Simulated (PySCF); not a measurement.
Species: HOCN.
SMILES with atom numbers: `[N:1]#[C:2][OH:3]` (hydrogens: H4 on O3)

Structure used (PBE0-D3(BJ)/def2-SVP), in Å, numbered top down from 1:
```
atom  x, y, z in Å
N1     0.3748   -1.5749   -0.1474
C2     0.1468   -0.4405   -0.0674
O3    -0.0884    0.8184    0.0824
H4    -0.4332    1.1970   -0.7394
```

Computed with core-valence-separated Tamm–Dancoff BHandHLYP/aug-pcX-1 (pcseg-1 on H) in PySCF, non-relativistic, gas phase, PBE0-D3(BJ)/def2-SVP geometry.

Computed nitrogen K-edge spectrum, Gaussian lines of 0.6 eV full width, highest printed point 100; it ends one width below the last computed root. The energies are unshifted.

photon energy (eV), absorption and a bar:
```
    396.8          1 
    397.0          9 ###
    397.2         38 ###########
    397.4         84 #########################
    397.6        100 ##############################
    397.8         69 #####################
    398.0         46 ##############
    398.2         68 ####################
    398.4         95 #############################
    398.6         76 #######################
    398.8         33 ##########
    399.0          8 ##
    399.2          3 #
    399.4          6 ##
    399.6         10 ###
    399.8          9 ###
    400.0          4 #
    400.2          1 
    400.4          0 
    400.6          0 
    400.8          0 
    401.0          0 
    401.2          0 
    401.4          0 
    401.6          1 
    401.8          2 #
    402.0          4 #
    402.2          8 ##
    402.4          8 ##
    402.6          5 ##
    402.8          4 #
    403.0          9 ###
    403.2         16 #####
```

Q: Assign the maxima to core holes.

A: 4 maxima:
- 397.6 eV: N1 (cyano nitrogen), 397.56 eV, f = 0.065, 100 % of the height at the exact maximum
- 398.4 eV: N1 (cyano nitrogen), 398.43 eV, f = 0.061, 100 % of the height at the exact maximum
- 399.7 eV: N1 (cyano nitrogen), 399.67 eV, f = 0.007, 100 % of the height at the exact maximum
- 402.3 eV: N1 (cyano nitrogen), 402.33 eV, f = 0.005, 88 % of the height at the exact maximum

Roots within 0.03 eV on the same or equivalent atoms count as one line; shares under 12 % aren't listed.

Vibrational structure and lifetime widths aren't in the curve. The ionisation threshold wasn't computed; near and above it a finite basis only mimics Rydberg series and continuum.
